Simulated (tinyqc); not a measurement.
Worked calculation: extended Hueckel theory, for CH2+. The parameters take no account of the charge, which enters only through the electron count. Computed by tinyqc, a small Python program that keeps every step (integrals from PySCF). Settings: charge = 1, K = 1.75, multiplicity = 2. Command: `OMP_NUM_THREADS=1 python tinyqc.py 31363 31364 out.jsonl` (the two numbers bound the seeds that draw the settings). One thread of a shared host (Intel(R) Xeon(R) Processor @ 2.60GHz), about 0.01 s of CPU time with the checks.

## Overlaps

Geometry (angstrom):
```
atom         x          y         z
C     0.000000   0.000000  0.000000
H     0.000000   0.879000  0.525000
H     0.000000  -0.879000  0.525000
```

Parameters chosen for this run:
```
element  shell  Slater exponent   H_ii (eV)
C           2s         1.625000  -21.400000
C           2p         1.625000  -11.400000
H           1s         1.300000  -13.600000
```

Slater orbitals, each expanded in six Gaussians scaled to its exponent.

overlap S, order 1C 2s, 1C 2px, 1C 2py, 1C 2pz, 2H 1s, 3H 1s:
```
[[1.000000, 0.000000, 0.000000, 0.000000, 0.529985, 0.529985],
 [0.000000, 1.000000, 0.000000, 0.000000, 0.000000, 0.000000],
 [0.000000, 0.000000, 1.000000, 0.000000, 0.440327, -0.440327],
 [0.000000, 0.000000, 0.000000, 1.000000, 0.262994, 0.262994],
 [0.529985, 0.000000, 0.440327, 0.262994, 1.000000, 0.153614],
 [0.529985, 0.000000, -0.440327, 0.262994, 0.153614, 1.000000]]
```

## Wolfsberg-Helmholz matrix

diagonal H_ii (eV): [-21.400000, -11.400000, -11.400000, -11.400000, -13.600000, -13.600000]

K = 1.750000

H_ij = K' S_ij (H_ii + H_jj)/2 for i != j (the diagonal keeps H_ii), with K' = 1.75.

H (eV), order 1C 2s, 1C 2px, 1C 2py, 1C 2pz, 2H 1s, 3H 1s:
```
[[-21.400000, 0.000000, 0.000000, 0.000000, -16.230778, -16.230778],
 [0.000000, -11.400000, 0.000000, 0.000000, 0.000000, 0.000000],
 [0.000000, 0.000000, -11.400000, 0.000000, -9.632159, 9.632159],
 [0.000000, 0.000000, 0.000000, -11.400000, -5.752996, -5.752996],
 [-16.230778, 0.000000, -9.632159, -5.752996, -13.600000, -3.656002],
 [-16.230778, 0.000000, 9.632159, -5.752996, -3.656002, -13.600000]]
```

## Orbitals

valence electrons = 5

Solve H C = S C e through S^(-1/2); fill by pairs from the bottom, a degenerate level sharing its electrons equally; each orbital has its largest coefficient positive (the first on a tie).

orbital energies (eV): [-23.886957, -15.734423, -12.148364, -11.400000, 10.004952, 24.415380]

occupations: [2.000000, 2.000000, 1.000000, 0.000000, 0.000000, 0.000000]

coefficients, order 1C 2s, 1C 2px, 1C 2py, 1C 2pz, 2H 1s, 3H 1s:
```
[[0.705697, 0.000000, -0.282306, 0.000000, 0.000000, 1.288795],
 [0.000000, 0.000000, 0.000000, 1.000000, 0.000000, 0.000000],
 [0.000000, 0.534581, 0.000000, 0.000000, 1.248907, 0.000000],
 [-0.020826, 0.000000, 0.911691, 0.000000, 0.000000, 0.688046],
 [0.245731, 0.428479, 0.133359, 0.000000, -0.952185, -1.012093],
 [0.245731, -0.428479, 0.133359, 0.000000, 0.952185, -1.012093]]
```

sum of one-electron energies = -91.391124 eV

## Mulliken analysis

P = C n C^T; charge = valence electrons (C 4, H 1) minus the sum of (P S)_ii on the atom; overlap population = 2 sum P_ij S_ij between two atoms.

charges: [0.730962, 0.134519, 0.134519]

Overlap populations:
```
pair      value
2-1    0.789723
3-1    0.789723
3-2   -0.070243
```
